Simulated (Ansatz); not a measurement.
Cubic perovskite SrTiO3 (cubic form, which distorts at low temperature) was calculated with HSE06 in Ansatz (plane waves, PAW).

Settings: plane-wave cutoff 460 eV, 6×6×6 k mesh, Fermi–Dirac smearing 0.01 eV, no spin polarisation, scalar-relativistic PAW data made under PBE.

The cell is scaled about its equilibrium volume:

```
V (Å³/atom)  P (GPa)  direct gap at Γ (eV)  smallest gap on the k mesh (eV)
-----------  -------  --------------------  -------------------------------
11.205         11.49                 3.825                            3.489
11.500          5.54                 3.781                            3.427
11.795          0.33                 3.733                            3.365
11.955         -2.23                 3.705                            3.331
12.090         -4.23                 3.682                            3.302
12.385         -8.23                 3.629                            3.240
```

The fundamental gap (3.36 eV at the equilibrium volume, on the SCF mesh) lies elsewhere than Γ–Γ.

Measured, for comparison: band gap 3.59 eV (zero-point renormalisation of 336 meV (experimental, the table's column) added back here, indirect; inputs from Miglio et al. (2020), arXiv:2011.12765).

Note: the relaxation could not lower the start's symmetry, so the cell can be a saddle point above a distorted one.

Spin–orbit coupling is not included.

Ansatz is a program for electronic structure.
